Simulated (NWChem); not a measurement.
A series in which one site is exchanged, each optimised at PBE0/def2-SVP with NWChem, gas phase unless a solvent is named. Pople sets run with spherical d functions. Shieldings are non-relativistic GIAO values without spin-orbit effects.

A: CCl (CH3Cl; site = Cl)
B: C (CH$_{4}$; site = H)
C: CF (CH3F; site = F)
D: [CH3][Li] (CH3Li; site = Li)

Values for A:

```
Quantity                                                 Value
-------------------------------------------------------  -----
vertical ionisation energy, ΔSCF, PBE/def2-SVP (eV)      11.01
lowest singlet excitation, PBE0/def2-SVPD, TDA (eV)       7.39
13C shift against tetramethylsilane, KT2/pcSseg-1 (ppm)   30.7
13C shift against tetramethylsilane, B3LYP/6-31G* (ppm)   26.5
```

How do these values change for the other members?


```json
[
 {"change from A": "vertical ionisation energy, ΔSCF, PBE/def2-SVP (eV)", "B": "+2.85", "C": "+1.39", "D": "-3.50"},
 {"change from A": "lowest singlet excitation, PBE0/def2-SVPD, TDA (eV)", "B": "+3.13", "C": "+1.93", "D": "-4.37"},
 {"change from A": "13C shift against tetramethylsilane, KT2/pcSseg-1 (ppm)", "B": "-36.1", "C": "+40.6", "D": "-57.0"},
 {"change from A": "13C shift against tetramethylsilane, B3LYP/6-31G* (ppm)", "B": "-29.5", "C": "+40.0", "D": "-40.2"}
]
```
